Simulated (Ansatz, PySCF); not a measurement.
Gas-phase enthalpy of formation at 298 K, by the atomisation route, of C#C (C2H2) (SMILES; C2H2, acetylene). Geometries: B3LYP-D3(BJ)/def2-TZVP minima from Ansatz (a program for electronic structure). Correlated levels leave the core frozen unless marked. Open shells are spin-unrestricted. No spin-orbit coupling. Non-relativistic. Basis-set limits of correlation are two-point, X^-3; Hartree-Fock from the larger set. Thermal terms are rigid-rotor harmonic-oscillator values from B3LYP-D3(BJ) frequencies (PySCF) at 298.15 K and 1 atm. 1 Eh = 627.5095 kcal/mol.

| species | count | E, CCSD(T)/CBS(aug-cc-pVTZ,aug-cc-pVQZ) (Ansatz) (Eh) | E, PBE/def2-TZVPD (Ansatz) (Eh) | measured ΔHf at 0 K (kcal/mol) | H(298) - H(0) of the element (kcal/mol) |
|---|---|---|---|---|---|
| C#C (C2H2) | 1 | -77.22140 | -77.25138 | - | - |
| C atom | 2 | -37.78944 | -37.79605 | 169.98 | 0.25 |
| H atom | 2 | -0.49995 | -0.49962 | 51.63 | 1.01 |

Molecule: zero-point energy 16.83, H(298) - H(0) 2.37 kcal/mol. The route leaves out scalar relativity and anharmonic zero-point terms, the atoms' spin-orbit terms, and in the frozen-core level the core correlation. Atomic data: G2/97 table in ASE.

Work out De, D0 and ΔHf at 0 and 298 K at both levels, and their errors against the measured value.


The atoms' values sum to 443.22 (0 K) and 2.52 (thermal), in kcal/mol.
- CCSD(T)/CBS(aug-cc-pVTZ,aug-cc-pVQZ): De = 403.25; D0 = 403.25 - 16.83 = 386.42; ΔHf(0 K) = 443.22 - 386.42 = 56.80; ΔHf(298 K) = 56.80 + 2.37 - 2.52 = 56.65; error +2.0.
- PBE/def2-TZVPD: De = 414.18; D0 = 414.18 - 16.83 = 397.35; ΔHf(0 K) = 443.22 - 397.35 = 45.87; ΔHf(298 K) = 45.87 + 2.37 - 2.52 = 45.72; error -8.9.
Measured: 54.6 kcal/mol (Active Thermochemical Tables 1.112 (ions: stationary electron), as tabulated in the package chemicals).
